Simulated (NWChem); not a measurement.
Program: NWChem. System: dimethyl sulfide (C2H6S), charge 0, spin multiplicity 1, at a geometry optimised with PBE0/def2-SVP. Level: MP2/def2-TZVP, 7 core orbitals frozen.

Input file:

```
start mol
memory heap 200 mb stack 900 mb global 1100 mb
geometry units angstroms nocenter noautoz
  C     -1.379091     0.000000     0.506946
  S      0.000000     0.000000    -0.654747
  C      1.379091     0.000000     0.506946
  H     -1.374213     0.899007     1.142935
  H     -2.302295     0.000000    -0.089572
  H     -1.374213    -0.899007     1.142935
  H      1.374213     0.899007     1.142935
  H      2.302295     0.000000    -0.089572
  H      1.374213    -0.899007     1.142935
  symmetry group C2v
end
basis spherical
  * library def2-tzvp
end
scf
  rhf
  nopen 0
  maxiter 100
  thresh 1e-7
  semidirect memsize 60000000 filesize 0
end
mp2
  freeze core 7
end
task mp2 energy
```

Part of the output:

```
             Northwest Computational Chemistry Package (NWChem) 7.3.0
             --------------------------------------------------------

                                NWChem Input Module
                                -------------------

 Scaling coordinates for geometry "geometry" by  1.889725989
 (inverse scale =  0.529177249)

 Turning off AUTOSYM since
 SYMMETRY directive was detected!

                             Geometry "geometry" -> ""
                             -------------------------

 Output coordinates in angstroms (scale by  1.889725989 to convert to a.u.)

  No.       Tag          Charge          X              Y              Z
 ---- ---------------- ---------- -------------- -------------- --------------
    1 C                    6.0000    -1.37909100     0.00000000     0.50694600
    2 S                   16.0000     0.00000000     0.00000000    -0.65474700
    3 C                    6.0000     1.37909100     0.00000000     0.50694600
    4 H                    1.0000    -1.37421300     0.89900700     1.14293500
    5 H                    1.0000    -2.30229500     0.00000000    -0.08957200
    6 H                    1.0000    -1.37421300    -0.89900700     1.14293500
    7 H                    1.0000     1.37421300     0.89900700     1.14293500
    8 H                    1.0000     2.30229500     0.00000000    -0.08957200
    9 H                    1.0000     1.37421300    -0.89900700     1.14293500

 Effective nuclear repulsion energy (a.u.)     110.7294865103

            Nuclear Dipole moment (a.u.)
            ----------------------------
        X                 Y               Z
 ---------------- ---------------- ----------------
     0.0000000000     0.0000000000    -0.0000075589

      Symmetry information
      --------------------

 Group name             C2v
 Group number             16
 Group order               4
 No. of unique centers     4

      Symmetry unique atoms

     1    2    4    5


 Summary of "ao basis" -> "" (spherical)
 ------------------------------------------------------------------------------
       Tag                 Description            Shells   Functions and Types
 ---------------- ------------------------------  ------  ---------------------
 *                         def2-tzvp                  on all atoms

 Summary of "ao basis" -> "ao basis" (spherical)
 ------------------------------------------------------------------------------
       Tag                 Description            Shells   Functions and Types
 ---------------- ------------------------------  ------  ---------------------
 C                         def2-tzvp                11       31   5s3p2d1f
 S                         def2-tzvp                13       37   5s5p2d1f
 H                         def2-tzvp                 4        6   3s1p

                                 NWChem SCF Module
                                 -----------------

  ao basis        = "ao basis"
  functions       =   135
  atoms           =     9
  closed shells   =    17
  open shells     =     0
  charge          =   0.00
  wavefunction    = RHF
  use symmetry    = T
  symmetry adapt  = T

 Summary of "ao basis" -> "ao basis" (spherical)
 ------------------------------------------------------------------------------
       Tag                 Description            Shells   Functions and Types
 ---------------- ------------------------------  ------  ---------------------
 C                         def2-tzvp                11       31   5s3p2d1f
 S                         def2-tzvp                13       37   5s5p2d1f
 H                         def2-tzvp                 4        6   3s1p

      Symmetry analysis of basis
      --------------------------

        a1         48
        a2         20
        b1         41
        b2         26

 Forming initial guess at       0.1s

      Superposition of Atomic Density Guess
      -------------------------------------

 Sum of atomic energies:        -475.82101295

      Non-variational initial energy
      ------------------------------

 Total energy =    -477.391982
 1-e energy   =    -872.758254
 2-e energy   =     284.636785
 HOMO         =      -0.261762
 LUMO         =       0.050469

      Symmetry analysis of molecular orbitals - initial
      -------------------------------------------------

  Numbering of irreducible representations:

     1 a1          2 a2          3 b1          4 b2

  Orbital symmetries:

     1 a1          2 a1          3 b1          4 a1          5 b1
     6 a1          7 b2          8 a1          9 b1         10 a1
    11 b2         12 a1         13 b1         14 a2         15 b1
    16 a1         17 b2         18 b1         19 a1         20 a1
    21 a1         22 b2         23 b1         24 a2         25 b1
    26 a1         27 a2

 Starting SCF solution at       2.6s

 ----------------------------------------------
         Quadratically convergent ROHF

 Convergence threshold     :          1.000E-07
 Maximum no. of iterations :          100
 Final Fock-matrix accuracy:          1.000E-09
 ----------------------------------------------

              iter       energy          gnorm     gmax       time
             ----- ------------------- --------- --------- --------
                 1     -476.7636679070  5.61D-01  1.36D-01      2.7
                 2     -476.7927019874  1.65D-01  3.66D-02      2.9
                 3     -476.7957830526  1.01D-02  2.42D-03      3.3
                 4     -476.7957989835  6.93D-05  2.12D-05      4.0
                 5     -476.7957989842  5.19D-09  9.11D-10      5.1

       Final RHF  results
       ------------------

         Total SCF energy =   -476.795798984228
      One-electron energy =   -875.738259101106
      Two-electron energy =    288.212973606573
 Nuclear repulsion energy =    110.729486510305

        Time for solution =      2.6s

       Symmetry analysis of molecular orbitals - final
       -----------------------------------------------

  Numbering of irreducible representations:

     1 a1          2 a2          3 b1          4 b2

  Orbital symmetries:

     1 a1          2 b1          3 a1          4 a1          5 b1
     6 a1          7 b2          8 a1          9 b1         10 a1
    11 b2         12 a1         13 b1         14 a2         15 b1
    16 a1         17 b2         18 a1         19 b1         20 a1
    21 b2         22 a1         23 b1         24 a2         25 b1
    26 a1         27 a2

             Final eigenvalues
             -----------------

              1
    1  -91.9383
    2  -11.2516
    3  -11.2516
    4   -8.9424
    5   -6.6239
    6   -6.6230
    7   -6.6223
    8   -1.0586
    9   -0.9474
   10   -0.8033
   11   -0.5994
   12   -0.5974
   13   -0.5753
   14   -0.5601
   15   -0.4929
   16   -0.4342
   17   -0.3345
   18    0.1398
   19    0.1505
   20    0.1976
   21    0.2046
   22    0.2080
   23    0.2334
   24    0.2468
   25    0.2567
   26    0.3104
   27    0.3217

                       ROHF Final Molecular Orbital Analysis
                       -------------------------------------

 Vector   15  Occ=2.000000D+00  E=-4.928629D-01  Symmetry=b1
              MO Center=  1.1D-13, -5.1D-15,  8.9D-02, r^2= 3.1D+00
   Bfn.  Coefficient  Atom+Function         Bfn.  Coefficient  Atom+Function
  ----- ------------  ---------------      ----- ------------  ---------------
    46      0.292036  2 S  px                 6     -0.218128  1 C  px
    74     -0.218128  3 C  px                 9     -0.201710  1 C  px
    77     -0.201710  3 C  px               107      0.150070  5 H  s
   125     -0.150070  8 H  s

 Vector   16  Occ=2.000000D+00  E=-4.342491D-01  Symmetry=a1
              MO Center= -2.4D-12,  2.0D-15, -4.3D-01, r^2= 2.5D+00
   Bfn.  Coefficient  Atom+Function         Bfn.  Coefficient  Atom+Function
  ----- ------------  ---------------      ----- ------------  ---------------
    48      0.397913  2 S  pz                51      0.266300  2 S  pz
    35     -0.219233  2 S  s                 36     -0.216749  2 S  s
    45      0.184312  2 S  pz

 Vector   17  Occ=2.000000D+00  E=-3.345043D-01  Symmetry=b2
              MO Center= -9.7D-17, -2.6D-16, -4.6D-01, r^2= 2.1D+00
   Bfn.  Coefficient  Atom+Function         Bfn.  Coefficient  Atom+Function
  ----- ------------  ---------------      ----- ------------  ---------------
    47      0.505128  2 S  py                50      0.419167  2 S  py
    44      0.232195  2 S  py                38     -0.180634  2 S  py

 Vector   18  Occ=0.000000D+00  E= 1.398212D-01  Symmetry=a1
              MO Center=  8.8D-15, -5.2D-16,  1.2D+00, r^2= 7.9D+00
   Bfn.  Coefficient  Atom+Function         Bfn.  Coefficient  Atom+Function
  ----- ------------  ---------------      ----- ------------  ---------------
     5      3.333788  1 C  s                 73      3.333788  3 C  s
   102     -1.551096  4 H  s                114     -1.551096  6 H  s
   120     -1.551096  7 H  s                132     -1.551096  9 H  s
   108     -1.163674  5 H  s                126     -1.163674  8 H  s
    36     -0.494968  2 S  s                 14      0.380127  1 C  pz

 Vector   19  Occ=0.000000D+00  E= 1.505100D-01  Symmetry=b1
              MO Center= -4.9D-14, -7.1D-15,  1.8D-01, r^2= 8.5D+00
   Bfn.  Coefficient  Atom+Function         Bfn.  Coefficient  Atom+Function
  ----- ------------  ---------------      ----- ------------  ---------------
     5      4.023317  1 C  s                 73     -4.023317  3 C  s
    49      1.407281  2 S  px               102     -1.262029  4 H  s
   114     -1.262029  6 H  s                120      1.262029  7 H  s
   132      1.262029  9 H  s                108     -1.217296  5 H  s
   126      1.217296  8 H  s                 12      0.294329  1 C  px

 Vector   20  Occ=0.000000D+00  E= 1.975899D-01  Symmetry=a1
              MO Center= -2.9D-15, -2.5D-17, -2.9D-01, r^2= 7.5D+00
   Bfn.  Coefficient  Atom+Function         Bfn.  Coefficient  Atom+Function
  ----- ------------  ---------------      ----- ------------  ---------------
    36      2.041989  2 S  s                108     -1.327995  5 H  s
   126     -1.327995  8 H  s                 51      1.145596  2 S  pz
    12     -1.134663  1 C  px                80      1.134663  3 C  px
   102      0.427134  4 H  s                114      0.427134  6 H  s
   120      0.427134  7 H  s                132      0.427134  9 H  s

 center of mass
 --------------
 x =   0.00000000 y =   0.00000000 z =  -0.13223857

 moments of inertia (a.u.)
 ------------------
         100.385466897934           0.000000000000           0.000000000000
           0.000000000000         317.092965258256           0.000000000000
           0.000000000000           0.000000000000         239.977634945291

  Mulliken analysis of the total density
  --------------------------------------

    Atom       Charge   Shell Charges
 -----------   ------   -------------------------------------------------------
    1 C    6     6.33   0.85  1.12  0.47  0.72  0.04  1.22  1.45  0.37  0.02  0.07  0.00
    2 S   16    16.05   2.01  0.49  1.48  1.03  0.77  4.18  1.69  0.89  2.29  1.07  0.05  0.10  0.02
    3 C    6     6.33   0.85  1.12  0.47  0.72  0.04  1.22  1.45  0.37  0.02  0.07  0.00
    4 H    1     0.88   0.26  0.49  0.11  0.02
    5 H    1     0.87   0.26  0.49  0.10  0.02
    6 H    1     0.88   0.26  0.49  0.11  0.02
    7 H    1     0.88   0.26  0.49  0.11  0.02
    8 H    1     0.87   0.26  0.49  0.10  0.02
    9 H    1     0.88   0.26  0.49  0.11  0.02

       Multipole analysis of the density wrt the origin
       ------------------------------------------------

     L   x y z        total         open         nuclear
     -   - - -        -----         ----         -------
     0   0 0 0     -0.000000      0.000000     34.000000

     1   1 0 0     -0.000000      0.000000      0.000000
     1   0 1 0      0.000000      0.000000      0.000000
     1   0 0 1      0.653726      0.000000     -0.000008

     2   2 0 0    -18.078517      0.000000    146.333909
     2   1 1 0     -0.000000      0.000000      0.000000
     2   1 0 1      0.000000      0.000000     -0.000000
     2   0 2 0    -21.465987      0.000000     11.544731
     2   0 1 1     -0.000000      0.000000      0.000000
     2   0 0 2    -21.361192      0.000000     54.224030

                   NWChem MP2 Semi-direct Energy/Gradient Module
                   ---------------------------------------------

  Basis functions       =    135
  Molecular orbitals    =    135
  Frozen core           =      7
  Frozen virtuals       =      0
  Active alpha occupied =     10
  Active beta occupied  =     10
  Active alpha virtual  =    118
  Active beta virtual   =    118
  Use MO symmetry       = T
  Use skeleton AO sym   = T

  AO/Fock/Back tols     =   1.0D-09  1.0D-09  1.0D-09

 GA uses MA = F    GA memory limited = T

 Available:
  local mem=  1.26D+08
 global mem=  1.44D+08
 local disk=  0.00D+00
  mp2_memr nvloc                   118
  nvloc new                   118
   1 passes of  10:        5242880                      96155                  36307723.
   1 passes of  10: M    126148662           G      144142750           F     120905782.

 Semi-direct pass number   1 of   1  for RHF alpha+beta  at        5.3s
  vrange nnbf                  9042
  mp2_eaftype                   138  avail_ma_in_mb                  1099
 EAF : mp2_eaftype filesize         138   18153861.
  mp2_eaf for mointskh                    138
Node 0 wrote     85.4 Mb in      0.0 s     Agg I/O rate:  2328.8 Mb/s
 Done moints_semi at       16.8s
  mp2_eaftype                   138  avail_ma_in_mb                   961
 EAF : mp2_eaftype filesize         138   18153861.
  mp2_eaf for kh                   138
 Done maket at       17.4s
 Done multipass loop at       17.4s

          -------------------------------------------
          SCF energy                -476.795798984228
          Correlation energy          -0.519097830943
          Singlet pairs               -0.345867379057
          Triplet pairs               -0.173230451887
          Total MP2 energy          -477.314896815172
          -------------------------------------------

          ---------------------------------------------------
                    Spin Component Scaled (SCS) MP2
          Same spin pairs                     -0.115486967924
          Same spin scaling factor             0.333333333333
          Opposite spin pairs                 -0.403610863019
          Opposite spin scaling fact.          1.200000000000
          SCS-MP2 correlation energy          -0.522828691598
          Total SCS-MP2 energy              -477.318627675826
          ---------------------------------------------------

 -----------------------
 Performance information
 -----------------------

 Timer overhead =  2.79D-07 seconds/call

               Nr. of calls         CPU time (s)                 Wall time (s)                GFlops
             ---------------    -------------------     ------------------------------   -------------------
Name         Min   Avg   Max    Min     Avg     Max     Min     Avg     Max   Mx/calls   Min     Max     Sum
mp2: moin     1     1     1    12.     12.     12.      12.     12.     12.     12.      0.0     0.0     0.0
mp2: make     1     1     1   0.53    0.53    0.53     0.53    0.53    0.53    0.53      0.0     0.0     0.0
mp2: tota     1     1     1    12.     12.     12.      12.     12.     12.     12.      0.0     0.0     0.0

 The average no. of pstat calls per process was 3.00D+00
 with a timing overhead of 8.36D-07s

 Task  times  cpu:       17.3s     wall:       17.3s

 Total times  cpu:       17.4s     wall:       17.4s
```
